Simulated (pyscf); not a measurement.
Structures and frequencies: ωB97X-D3(BJ)/def2-SVP in PySCF. Correlated levels are frozen-core, on RHF or UHF. ΔMP2 is the change of the MP2 total energy from the triple- to the quadruple-zeta basis.

Question: Estimate by transition-state theory the rate constant of H₂B–NH₂ + methane (CH₄) -> H₂B–CH₃ + ammonia (NH₃) (singlet surface; B–N, C–H broken, B–C, H–N formed) at 900 K, with CCSD(T)/def2-TZVPP + ΔMP2(QZVPP) energies (ideal gas, 1 atm, RRHO with modes under 100 cm⁻¹ raised to 100, one conformer, R ln 2 for chiral ones without a mode under 150 cm⁻¹; no tunnelling).

Answer: The electronic barrier is 53.4 kcal/mol and the thermal terms add +26.8, so ΔG‡ = 80.2 kcal/mol. With k_BT/h = 1.88e+13 s⁻¹ and RT = 1.788 kcal/mol, and a volume of 1.23e-19 cm³ per molecule at 1 atm, k = 7.7e-26 cm³ molecule⁻¹ s⁻¹. Wigner's tunnelling factor for 1472i cm⁻¹ would be 1.23. A shift of 1 kcal/mol in the barrier changes k by a factor 1.7. On the product side the descent ends in an adduct with a B–N contact, 24.7 kcal/mol under the separated species and 41.4 kcal/mol under the saddle at ωB97X-D3(BJ)/def2-TZVP. What is counted as broken (B–N) persists as a longer contact in the product adduct; parting that adduct is a step of its own. This is the saddle that the search found; another between the same sides may lie lower. The CCSD(T) − MP2 part came from Ansatz, without density fitting, on the same reference.
